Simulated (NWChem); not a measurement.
Which level was it?

SiN2H5: 8 atoms, total charge 0, spin state doublet. As SMILES, `N[SiH]N`. Geometry: relaxed at PBE0-D4/def2-TZVP. This is one conformer, not always the lowest.

```xyz
8

N    -1.0270    0.6221   -0.7683
Si    0.5277    0.5799   -0.0507
N     0.7895   -1.0526    0.4251
H    -1.8179    0.1445   -0.3646
H    -1.2966    1.3494   -1.4068
H     0.7164    1.3541    1.2251
H     0.7308   -1.7940   -0.2552
H     1.4689   -1.2605    1.1395
```

A calculation with NWChem 7.3.0 gave:

```yaml
total_energy: -398.6038 Eh
dipole_moment: 0.77 D
⟨S²⟩: 0.754
largest_force: 1.481 eV/Å
```

Q: Which of these levels gave the numbers?
A. HF/3-21G
B. HF/STO-3G
C. M06-2X/def2-SVPD
D. B3LYP/6-31G* (Cartesian functions)

A: A. The others give -401.9956 Eh (B3LYP/6-31G* (Cartesian functions)), -395.9522 Eh (HF/STO-3G), -401.7739 Eh (M06-2X/def2-SVPD).
